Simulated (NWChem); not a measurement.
# B3LYP/def2-TZVP run of CH2BN (SMILES BC#N), part 2 of 2

NWChem 7.3.0.

## 3. The doublet cation at the same level

ch2bn.nw

```
start ch2bn
title "CH2BN energy"
memory total 2200 mb
charge 1
geometry units angstroms noautosym nocenter noautoz
B     -0.219200     0.441300    -0.341900
C      0.352700    -0.696700     0.490700
N      0.786500    -1.559600     1.122200
H     -0.744300     0.187400    -1.377600
H     -0.125900     1.554000     0.065300
end
basis "ao basis" spherical bse
* library def2-TZVP
end
dft
xc b3lyp
mult 2
grid xfine
convergence energy 1e-08
maxiter 100
mulliken
print low
end
task dft energy
```

Started as:

```console
nwchem ch2bn.nw > ch2bn.out
```

Log:

```text
Northwest Computational Chemistry Package (NWChem) 7.3.0
             --------------------------------------------------------

           Job information
           ---------------

    nwchem branch   = 7.3.0
    use scalapack   = T
    input           = ch2bn.nw
    prefix          = ch2bn.
    data base       = ./ch2bn.db
    status          = startup
    nproc           =        1

           Memory information
           ------------------

    heap     =     72089598 doubles =      550.0 Mbytes
    stack    =     72089595 doubles =      550.0 Mbytes
    global   =    144179200 doubles =     1100.0 Mbytes (distinct from heap & stack)
    total    =    288358393 doubles =     2200.0 Mbytes
    verify   = yes
    hardfail = no

           Directory information
           ---------------------

  0 permanent = .
  0 scratch   = .

                                NWChem Input Module
                                -------------------

                                   CH2BN energy
                                   ------------

 Scaling coordinates for geometry "geometry" by  1.889725989
 (inverse scale =  0.529177249)

                             Geometry "geometry" -> ""
                             -------------------------

 Output coordinates in angstroms (scale by  1.889725989 to convert to a.u.)

  No.       Tag          Charge          X              Y              Z
 ---- ---------------- ---------- -------------- -------------- --------------
    1 B                    5.0000    -0.21920000     0.44130000    -0.34190000
    2 C                    6.0000     0.35270000    -0.69670000     0.49070000
    3 N                    7.0000     0.78650000    -1.55960000     1.12220000
    4 H                    1.0000    -0.74430000     0.18740000    -1.37760000
    5 H                    1.0000    -0.12590000     1.55400000     0.06530000

      Atomic Mass
      -----------

      B                 11.009310
      C                 12.000000
      N                 14.003070
      H                  1.007825

 Effective nuclear repulsion energy (a.u.)      46.2072356963

            Nuclear Dipole moment (a.u.)
            ----------------------------
        X                 Y               Z
 ---------------- ---------------- ----------------
    10.6873453284   -21.0694999097    14.6979107940

            XYZ format geometry
            -------------------
     5
 geometry
 B                    -0.21920000     0.44130000    -0.34190000
 C                     0.35270000    -0.69670000     0.49070000
 N                     0.78650000    -1.55960000     1.12220000
 H                    -0.74430000     0.18740000    -1.37760000
 H                    -0.12590000     1.55400000     0.06530000

 ==============================================================================
                                internuclear distances
 ------------------------------------------------------------------------------
       center one      |      center two      | atomic units |  angstroms
 ------------------------------------------------------------------------------
    2 C                |   1 B                |     2.87545  |     1.52162
    3 N                |   2 C                |     2.18063  |     1.15394
    4 H                |   1 B                |     2.24621  |     1.18864
    5 H                |   1 B                |     2.24601  |     1.18854
 ------------------------------------------------------------------------------
                         number of included internuclear distances:          4
 ==============================================================================

 ==============================================================================
                                 internuclear angles
 ------------------------------------------------------------------------------
        center 1       |       center 2       |       center 3       |  degrees
 ------------------------------------------------------------------------------
    2 C                |   1 B                |   4 H                |   118.89
    2 C                |   1 B                |   5 H                |   118.89
    4 H                |   1 B                |   5 H                |   122.22
    1 B                |   2 C                |   3 N                |   179.99
 ------------------------------------------------------------------------------
                            number of included internuclear angles:          4
 ==============================================================================

 Summary of "ao basis" -> "" (spherical)
 ------------------------------------------------------------------------------
       Tag                 Description            Shells   Functions and Types
 ---------------- ------------------------------  ------  ---------------------
 *                         def2-TZVP                  on all atoms

                                 NWChem DFT Module
                                 -----------------

                                   CH2BN energy

                      Basis "ao basis" -> "ao basis" (spherical)
                      -----
  [basis functions not shown]

 Summary of "ao basis" -> "ao basis" (spherical)
 ------------------------------------------------------------------------------
       Tag                 Description            Shells   Functions and Types
 ---------------- ------------------------------  ------  ---------------------
 B                         def2-TZVP                11       31   5s3p2d1f
 C                         def2-TZVP                11       31   5s3p2d1f
 N                         def2-TZVP                11       31   5s3p2d1f
 H                         def2-TZVP                 4        6   3s1p

  Caching 1-el integrals
   Time after variat. SCF:      0.4

     ---------------------------------------------
      Total Density - Mulliken Population Analysis
     ---------------------------------------------

    Atom       Charge   Shell Charges
 -----------   ------   -------------------------------------------------------
    1 B    5     4.47   0.93  1.05  0.67  0.55  0.06  0.63  0.48  0.04  0.02  0.02  0.01
    2 C    6     5.80   0.87  1.11  0.71  0.54  0.05  1.24  1.06  0.13  0.03  0.04  0.02
    3 N    7     7.51   0.83  1.15  0.73  0.88  0.29  1.67  1.51  0.41  0.01  0.04  0.00
    4 H    1     0.61   0.17  0.33  0.11  0.01
    5 H    1     0.61   0.17  0.33  0.11  0.01

     --------------------------------------------
      Spin Density - Mulliken Population Analysis
     --------------------------------------------

    Atom       Charge   Shell Charges
 -----------   ------   -------------------------------------------------------
    1 B    5     0.43   0.00 -0.00  0.00  0.00  0.00  0.22  0.19  0.02  0.00 -0.00  0.00
    2 C    6     0.01   0.00 -0.00  0.00  0.00  0.00  0.00  0.00  0.00  0.00  0.01 -0.00
    3 N    7     0.11   0.00 -0.00 -0.00  0.00 -0.00  0.05  0.05  0.01  0.00  0.00  0.00
    4 H    1     0.22   0.06  0.12  0.03  0.00
    5 H    1     0.22   0.06  0.12  0.03  0.00
   Time prior to 1st pass:      0.4

           Memory utilization after 1st SCF pass:
           Heap Space remaining (MW):       35.31            35311110
          Stack Space remaining (MW):       72.09            72088564

   convergence    iter        energy       DeltaE   RMS-Dens  Diis-err    time
 ---------------- ----- ----------------- --------- --------- ---------  ------
 d= 0,ls=0.0,diis     1   -118.2091497006 -1.64D+02  1.01D-02  4.34D-01     5.4
                                                     9.75D-03  4.10D-01
 d= 0,ls=0.0,diis     2   -114.8232494737  3.39D+00  9.39D-03  4.25D+00    10.3
                                                     9.01D-03  3.68D+00
 d= 0,ls=0.0,diis     3   -118.4348984335 -3.61D+00  1.29D-03  5.20D-02    15.0
                                                     1.33D-03  5.71D-02
 d= 0,ls=0.0,diis     4   -118.4502806411 -1.54D-02  7.22D-04  3.49D-02    19.8
                                                     1.29D-03  3.18D-02
 d= 0,ls=0.0,diis     5   -118.4627959381 -1.25D-02  2.88D-04  1.12D-02    25.3
                                                     2.75D-04  9.46D-03
  Resetting Diis
 d= 0,ls=0.0,diis     6   -118.4683734115 -5.58D-03  2.82D-04  2.51D-03    30.6
                                                     1.96D-04  1.71D-03
 d= 0,ls=0.0,diis     7   -118.4699230196 -1.55D-03  6.47D-05  6.03D-05    35.9
                                                     8.26D-05  8.72D-05
 d= 0,ls=0.0,diis     8   -118.4699352321 -1.22D-05  5.05D-05  1.32D-04    40.7
                                                     3.83D-05  8.03D-05
 d= 0,ls=0.0,diis     9   -118.4699774316 -4.22D-05  1.37D-05  1.52D-05    44.7
                                                     2.90D-05  2.44D-05
 d= 0,ls=0.0,diis    10   -118.4699874071 -9.98D-06  1.59D-05  6.75D-06    48.7
                                                     1.24D-05  4.24D-06
 d= 0,ls=0.0,diis    11   -118.4699915605 -4.15D-06  9.45D-06  4.96D-07    52.6
                                                     1.37D-05  1.02D-06
 d= 0,ls=0.0,diis    12   -118.4699930044 -1.44D-06  2.35D-06  1.74D-08    56.6
                                                     2.87D-06  2.96D-08
 d= 0,ls=0.0,diis    13   -118.4699930835 -7.91D-08  1.01D-06  5.43D-09    60.6
                                                     8.67D-07  1.50D-09
 d= 0,ls=0.0,diis    14   -118.4699930918 -8.26D-09  2.49D-07  8.79D-10    64.5
                                                     2.46D-07  8.71D-10

         Total DFT energy =     -118.469993091759
      One electron energy =     -244.345744516988
           Coulomb energy =       96.389709858645
    Exchange-Corr. energy =      -16.721194129704
 Nuclear repulsion energy =       46.207235696287

 Numeric. integr. density =       18.999999987316

     Total iterative time =     64.1s

     ---------------------------------------------
      Total Density - Mulliken Population Analysis
     ---------------------------------------------

    Atom       Charge   Shell Charges
 -----------   ------   -------------------------------------------------------
    1 B    5     4.85   0.92  1.05  0.59  0.54  0.03  0.93  0.69  0.04  0.03  0.03  0.01
    2 C    6     5.84   0.86  1.11  0.61  0.57  0.04  1.28  1.12  0.18  0.02  0.03  0.02
    3 N    7     6.74   0.82  1.15  0.67  0.88  0.30  1.38  1.15  0.34  0.01  0.03  0.00
    4 H    1     0.79   0.24  0.44  0.10  0.01
    5 H    1     0.79   0.24  0.44  0.10  0.01

     --------------------------------------------
      Spin Density - Mulliken Population Analysis
     --------------------------------------------

    Atom       Charge   Shell Charges
 -----------   ------   -------------------------------------------------------
    1 B    5     0.10  -0.00  0.00 -0.00 -0.02 -0.00  0.08  0.03  0.00  0.01  0.01  0.00
    2 C    6     0.11  -0.00 -0.00  0.00  0.00  0.00  0.05  0.04 -0.01  0.00  0.02  0.00
    3 N    7     0.53  -0.00 -0.00  0.01  0.01 -0.01  0.23  0.23  0.06  0.00  0.01 -0.00
    4 H    1     0.13   0.04  0.08  0.01  0.00
    5 H    1     0.13   0.04  0.08  0.01  0.00

     -------------------------------------------
      Total Density - Lowdin Population Analysis
     -------------------------------------------

    Atom       Charge   Shell Charges
 -----------   ------   -------------------------------------------------------
    1 B    5     4.89   0.95  1.00  0.38  0.34  0.14  0.79  0.83  0.23  0.04  0.16  0.05
    2 C    6     5.90   0.92  1.03  0.39  0.36  0.19  1.10  1.12  0.47  0.03  0.24  0.06
    3 N    7     6.57   0.90  1.06  0.51  0.54  0.31  1.24  1.32  0.56  0.01  0.10  0.02
    4 H    1     0.82   0.23  0.38  0.18  0.04
    5 H    1     0.82   0.23  0.38  0.18  0.04

     ------------------------------------------
      Spin Density - Lowdin Population Analysis
     ------------------------------------------

    Atom       Charge   Shell Charges
 -----------   ------   -------------------------------------------------------
    1 B    5     0.16  -0.00  0.00 -0.00 -0.00 -0.00  0.06  0.04  0.00  0.01  0.04  0.00
    2 C    6     0.17  -0.00  0.00  0.00  0.00 -0.00  0.05  0.04 -0.00  0.01  0.07  0.01
    3 N    7     0.47   0.00  0.00  0.01  0.00 -0.00  0.20  0.19  0.07  0.00  0.00 -0.00
    4 H    1     0.10   0.04  0.05  0.01  0.00
    5 H    1     0.10   0.04  0.05  0.01  0.00

     --------------------------
     Expectation value of S2:
     --------------------------
      <S2> =      0.7594 (Exact =     0.7500)

 Task  times  cpu:       64.5s     wall:       64.5s
 Total times  cpu:       64.5s     wall:       64.5s
```

Run time: 65 s. Hardware: 1 thread of Intel Xeon Platinum 8559C (Emerald Rapids), shared host; peak memory 0.13 GiB.

## 4. Outcome

The summary covers parts 1 to 2.

Level: B3LYP/def2-TZVP.

| quantity | value |
| --- | --- |
| singlet CH2BN: total energy | -118.92274 Eh |
| doublet cation: total energy | -118.46999 Eh |
| doublet cation: ⟨S²⟩ | 0.759 |
| vertical ionisation energy (to the doublet cation) | 12.320 eV |

What this shows: Removing an electron at fixed nuclei costs 12.32 eV (1189 kJ/mol). Mulliken charges (singlet CH2BN) run from -0.12 on C2 to +0.04 on H4; they depend strongly on the basis.
